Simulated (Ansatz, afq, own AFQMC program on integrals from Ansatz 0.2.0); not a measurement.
Two steps: Ansatz 0.2.0 writes the Fock matrix and Cholesky factors of the valence space, and afq projects on them the lowest state that overlaps trial and start.

```yaml
crystal:
  periodic: [false, false, false]
  atoms:
    - {symbol: Al, position_ang: [0.003446, -0.003456, -0.003430]}
    - {symbol: H, position_ang: [0.953471, 0.947859, 0.947127]}
    - {symbol: H, position_ang: [-0.950362, -0.950834, 0.947270]}
    - {symbol: H, position_ang: [-0.944005, 0.946488, -0.957918]}
    - {symbol: H, position_ang: [0.848644, -0.851005, -0.844660]}
basis:
  gaussian: {orbitals: "6-31++G**"}
total_charge: -1
magnetization: {spin_polarized: false}
correlation: {method: ccsd_t, electrons: outside_noble_gas, hamiltonian_folder: ham}
```

```sh
$ ansatz run in.yaml --threads 1 --pin off --events-out ev --progress --plain --max-ram 1382MiB
```

afq runs on the folder ham with

```
--method phaseless --trial hf --walkers 120 --populations 1 --least-time 40 --time-step 0.005 --steps-per-block 20 --equilibration-blocks 112 --max-blocks 600 --target-error 0.00102 --factor-cut 1e-05 --seed 5799 --taylor-order 6
```

Times are imaginary, in 1/Eh. The walk had a cap of 623 s.

```
orbitals 42  electrons 4 4  factors 319 of 409
reference energy -244.21486205 Eh
CCSD correlation -0.12217767 Eh in 9 cycles, weight of the determinant in the CISD state 0.9308
energy of the start -244.214862 Eh
 block  time / (1/Eh)  mean weight  energy / Eh
     1     0.100  1.0003  -244.240180
     2     0.200  1.0011  -244.259337
     3     0.300  1.0008  -244.273783
     4     0.400  1.0001  -244.281628
     5     0.500  1.0014  -244.290549
     7     0.700  0.9997  -244.306945
     9     0.900  1.0012  -244.316230
    13     1.300  1.0013  -244.327115
    37     3.700  1.0014  -244.341003
    61     6.100  1.0005  -244.335534
    85     8.500  0.9999  -244.339677
   109    10.900  1.0005  -244.337622
   133    13.300  0.9997  -244.335556
   157    15.700  0.9990  -244.352198
   181    18.100  1.0013  -244.347815
   205    20.500  0.9999  -244.341736
   229    22.900  0.9995  -244.340089
   253    25.300  0.9987  -244.338348
   277    27.700  1.0012  -244.344750
   301    30.100  1.0006  -244.345356
   325    32.500  0.9994  -244.337425
   349    34.900  1.0003  -244.327639
   373    37.300  1.0002  -244.337378
   397    39.700  1.0026  -244.342668
   421    42.100  0.9996  -244.335243
   445    44.500  1.0002  -244.332453
   469    46.900  0.9989  -244.330809
   493    49.300  0.9993  -244.341330
   505    50.500  1.0008  -244.337116
blocks merged  error / Eh  count
     1  0.000327  400
     2  0.000443  200
     4  0.000591  100
     8  0.000750  50
    16  0.000832  25
    32  0.000750  12
energy -244.339803 +/- 0.000832 Eh
(rows thinned)
```

Task: Estimate how long the walk took on 1 thread of Arm Neoverse V2, with other jobs on the host.

Result: 100 s of wall time.

The run passed its tests (sampling time, drift between the halves within three errors, error under three times the target), which doesn't prove that it has relaxed. The second half of the sampling lies above the first by 1.8 errors of their difference, so the energy may still be moving and its error bar be too small.

Against this walk (error 22.6 meV) on the same determinant: CCSD(T) 31.1 meV higher (within the noise), CCSDT(Q) 17.6 meV higher (within the noise), a separate phaseless walk with a CISD trial and standard settings 23.4 ± 22.9 meV higher (within the noise). The error is statistical and leaves out the bias of the constraint.

Cautions: constraint bias not in the error.

CCSDT and higher add their correlation energy to the determinant of the CCSD(T) run, since their own runs factorise the integrals more tightly (a shift of under 2 meV). A walk keeps the symmetry of its determinant, which the program's search chose and which needn't be the lowest solution, so a lower state of the same spin and another symmetry isn't excluded.
